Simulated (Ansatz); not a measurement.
Working through the interaction energy of a dimer with the counterpoise correction of CHNO, SMILES N=C=O

Program: Ansatz 0.2.0, Python API.

Run as a notebook:

```python
import ansatz

params = {
    "basis_set": "def2-SVP",
    "functional": "pbe",
}
```

```python
FIRST = [
    ("N", (0.5064, -0.3499, -0.3509)),
    ("C", (-0.4622, 0.1859, 0.0878)),
    ("O", (-1.4978, 0.6291, 0.3387)),
    ("H", (1.4536, -0.4651, -0.0757)),
]
SECOND = [
    ("N", (-1.1381, 1.8811, 3.4682)),
    ("C", (-0.2264, 2.0728, 2.7267)),
    ("O", (0.5065, 2.2696, 1.8573)),
    ("H", (-1.2551, 1.7277, 4.4424)),
]
```

```python
def energy(atoms, ghosts=()):
    molecule = ansatz.Crystal.molecule()
    for symbol, xyz in atoms:
        molecule = molecule.atom(symbol, xyz)
    calc = (
        molecule.calculation()
        .basis(gaussian=params["basis_set"])
        .functional(params["functional"])
    )
    deck = calc.input()
    if ghosts:
        deck = deck.set(ansatz.key.basis.gaussian.ghost_atoms, [{"symbol": s, "position_ang": list(xyz)} for s, xyz in ghosts])
    return ansatz.Session.from_dict(deck).plan().execute().report["free_energy_ev"]
```

```python
# ghost atoms carry the functions of the partner
both = energy(FIRST + SECOND)
alone = energy(FIRST) + energy(SECOND)
ghosted = energy(FIRST, SECOND) + energy(SECOND, FIRST)
print(f"dimer {both:.6f} eV")
print(f"interaction, uncorrected   {23.060548 * (both - alone):8.3f} kcal/mol")
print(f"interaction, counterpoise  {23.060548 * (both - ghosted):8.3f} kcal/mol")
print(f"basis-set superposition    {23.060548 * (alone - ghosted):8.3f} kcal/mol")
```

    dimer -9163.475813 eV
    interaction, uncorrected     -0.820 kcal/mol
    interaction, counterpoise     0.411 kcal/mol
    basis-set superposition       1.231 kcal/mol

Uncorrected it is -0.820 kcal/mol, with the counterpoise correction 0.411 kcal/mol; the difference, 1.23 kcal/mol, is the superposition error. The sign changes with the correction, so this basis doesn't settle it.

Caveats:
- Total energies depend on the basis set; only differences at equal settings carry meaning.
- The dimer is a generated trial pose of unrelaxed monomers, not a minimum, so the figure is no binding energy, and the basis set is small.
- This level lacks the dispersion part of the attraction (electrostatics and induction are there), which can decide the sign where the interaction is weak.
- Hardware and time: 3.7 s on 1 thread of Intel(R) Xeon(R) Processor @ 2.30GHz, with other jobs on the host, peak memory 0.21 GiB.
